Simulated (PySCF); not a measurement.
Mayer bond orders and bond lengths

Compound: cyclobutadiene, C4H4.
Atom-mapped SMILES: `[CH:1]1=[CH:2][CH:3]=[CH:4]1` (hydrogens: H5 on C1; H6 on C2; H7 on C3; H8 on C4)

Cartesian coordinates in Å at the GFN2-xTB level; atoms count from 1:
```
atom  x, y, z in Å
C1     1.0073   -0.1623    0.0515
C2     0.3149    0.9682    0.0892
C3    -1.0051    0.1646   -0.0578
C4    -0.3126   -0.9658   -0.0962
H5     2.0419   -0.4389    0.0994
H6     0.5407    2.0120    0.1821
H7    -2.0398    0.4413   -0.1041
H8    -0.5383   -2.0097   -0.1887
```

Bond orders from the PBE0/pcSseg-1 density (PySCF). Isolated species at its GFN2-xTB geometry, gas phase.

Task: Where do the orders between heavy atoms depart from those drawn in the SMILES?

Result: The largest departure is 0.113, at C1–C2 (drawn double, 1.887) and C3–C4 (drawn double, 1.887).

Task: Set the Mayer orders of the bonds between heavy atoms beside their lengths.

Result: 
```
 bond  drawn as  length (Å)  Mayer order
C1–C2    double       1.326        1.887
C2–C3    single       1.552        0.903
C3–C4    double       1.326        1.887
C4–C1    single       1.552        0.903
```

By pair of heavy elements: C–C: lowest C2–C3 and C4–C1 (0.903, 1.552 Å), highest C1–C2 and C3–C4 (1.887, 1.326 Å). Bonds named together lie within 0.004.

Task: And the bonds to hydrogen?

Result: C–H: 1.01 (4 bonds).

Task: Sum the orders of all bonds at each heavy atom with more than one neighbour and set the sums beside the valence in the SMILES.

Result: C1 3.796 (drawn 4), C2 3.796 (drawn 4), C3 3.796 (drawn 4), C4 3.796 (drawn 4). Orders between atoms that aren't bonded are not in these sums.

For a closed shell the Mayer order of atoms A and B is Σ (PS)μν (PS)νμ over the basis functions μ on A and ν on B, with P the density and S the overlap matrix.

These values come from a run that also computed NMR shieldings. The run took 3.3 s on one thread, Arm Neoverse V2, on a shared host.
